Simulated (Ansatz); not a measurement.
**CH₄Si (triplet): wave-function methods side by side at a displaced geometry (v2), cc-pVDZ**

One table from this session's results is given with a row withheld; the runs are named, their logs left out.

Program: Ansatz 0.2.0, Gaussian basis. Level of theory: cc-pVDZ, core rule «outside noble gas», up to 6 orbitals frozen. These are calculated values, not measurements.

To be run: UHF; CCSD(T) on ROHF; CCSD(T) on UHF; BCCD(T) on ROHF; CISD as a restricted active space (open shells left free, so some higher excitations enter); CCSDT(Q) on ROHF; CCSDT(Q) on UHF.

17 further runs of the same task are left out: 4 that didn't finish, 13 set aside as unsound or not needed. Runs told in other sessions of the task aren't counted.

## What is computed

The geometry is a PBE0/def2-TZVP stationary point (not a proven minimum) with its atoms shifted at random (size 0.100 Å).

6 atoms, charge 0, spin multiplicity 3.

Atoms are counted from 1 here; the program's logs count them from 0.

Bond lengths: Si1–C2 1.881 Å, Si1–H3 1.475 Å, C2–H4 1.179 Å, C2–H5 1.125 Å, C2–H6 0.928 Å. Angles: C2–Si1–H3 118.8°, Si1–C2–H4 106.3°, Si1–C2–H5 110.0°, Si1–C2–H6 123.5°, H4–C2–H5 95.0°, H4–C2–H6 111.9°, H5–C2–H6 106.4°.

The first run:

File in.yaml:

```yaml
crystal:
  periodic: [false, false, false]
  atoms:
    - {symbol: Si, position_ang: [0.048902, -0.082285, 0.646032]}
    - {symbol: C, position_ang: [-0.115972, 0.091677, -1.219591]}
    - {symbol: H, position_ang: [-0.039352, 1.128865, 1.483861]}
    - {symbol: H, position_ang: [0.043756, -0.986311, -1.668314]}
    - {symbol: H, position_ang: [0.831513, 0.518786, -1.651477]}
    - {symbol: H, position_ang: [-0.816587, 0.539049, -1.632512]}
basis:
  gaussian: {orbitals: cc-pVDZ}
magnetization: {spin_polarized: true, initial_magnetization: 2}
hamiltonian: {xc: hf}
output: {orbitals: {seedname: orbitals}}
```

Command:

```bash
> ansatz run in.yaml --threads 1 --pin off --events-out ev --progress --plain --max-ram 2393MiB
```

Steps of the session up to this table: UHF; CCSD(T) on ROHF; CCSD(T) on UHF; BCCD(T) on ROHF; CISD as a restricted active space (open shells left free, so some higher excitations enter); CCSDT(Q) on ROHF; CCSDT(Q) on UHF.

One table of the session follows, with a row left open; its other results are not shown here.

It belongs to the step «Misses and costs». 

| method | from UCCSDT(Q) (kcal/mol) |
| --- | --- |
| ROHF | +162.05 |
| UHF | +161.02 |
| RMP2 | ? |
| UMP2 | +26.12 |
| CISD | +16.62 |
| RCCSD | +4.89 |
| UCCSD | +4.87 |
| RCCSD(T) | +0.76 |
| UCCSD(T) | +0.76 |
| BCCD(T) | +0.76 |
| RCCSDT | +0.22 |
| UCCSDT | +0.21 |
| RCCSDT(Q) | +0.01 |
| UCCSDT(Q) | 0 |

Estimate the missing values for RMP2.

As computed: from UCCSDT(Q) (kcal/mol): +26.22. In the column «from UCCSDT(Q) (kcal/mol)» it lies between UMP2 (+26.12) and UHF (+161.02).

Limits of these values: Restricted and unrestricted rows rest on different reference determinants; a gap between their highest levels can come from leftover correlation error, from unlike frozen cores or from another state.
